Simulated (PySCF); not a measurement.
**Partners of hydrogen fluoride**

Gas-phase complexes of hydrogen fluoride, each in one structure from a short search with a few starts, optimised by PBE0-D3(BJ)/def2-TZVPD; other ways of binding may lie lower. Energies in kcal/mol, CCSD(T) at its estimated basis limit, counterpoise-corrected (PySCF): interaction is complex less parts frozen as they stand in it. Contacts are written partner···hydrogen fluoride; electrostatic, Pauli and orbital are terms of the uncorrected MP2 energy, whose rest is dispersion or correlation. The CCSD(T) estimate is Hartree-Fock/aug-cc-pVQZ, plus the MP2 correlation part extrapolated as X⁻³ from aug-cc-pVTZ and aug-cc-pVQZ, plus CCSD(T) less MP2 in aug-cc-pVDZ; noble-gas cores are frozen. It isn't the exact limit.

6 other partners are left out, for which the search missed the form known or expected to bind best.

Frequency runs check only 4 of the 7 structures; these show no clear imaginary mode. 2 further partners within 0.25 kcal/mol of a listed one are not ranked.

Order these partners of hydrogen fluoride by interaction energy, strongest first: formaldehyde, acetonitrile, hydrogen sulfide, hydrogen fluoride, carbon dioxide, boron trifluoride, ammonia.

ammonia (-13.6), acetonitrile (-9.2), formaldehyde (-8.4), hydrogen sulfide (-5.1), hydrogen fluoride (-4.5), carbon dioxide (-2.9), boron trifluoride (-2.1).
```json
{"partner": "ammonia", "contact": "N···H", "distance (Å)": "1.63", "interaction": "-13.6", "electrostatic": "-24.8", "Pauli": "26.3", "orbital": "-13.1"}
{"partner": "acetonitrile", "contact": "N···H", "distance (Å)": "1.75", "interaction": "-9.2", "electrostatic": "-14.3", "Pauli": "13.3", "orbital": "-6.6"}
{"partner": "formaldehyde", "contact": "O···H", "distance (Å)": "1.68", "interaction": "-8.4", "electrostatic": "-14.7", "Pauli": "14.3", "orbital": "-7.0"}
{"partner": "hydrogen sulfide", "contact": "S···H", "distance (Å)": "2.21", "interaction": "-5.1", "electrostatic": "-8.2", "Pauli": "10.4", "orbital": "-5.1"}
{"partner": "hydrogen fluoride", "contact": "H···F", "distance (Å)": "1.80", "interaction": "-4.5", "electrostatic": "-7.2", "Pauli": "5.8", "orbital": "-2.5"}
{"partner": "carbon dioxide", "contact": "O···H", "distance (Å)": "1.96", "interaction": "-2.9", "electrostatic": "-3.9", "Pauli": "3.3", "orbital": "-1.7"}
{"partner": "boron trifluoride", "contact": "F···H", "distance (Å)": "2.00", "interaction": "-2.1", "electrostatic": "-2.7", "Pauli": "2.0", "orbital": "-1.1"}
```
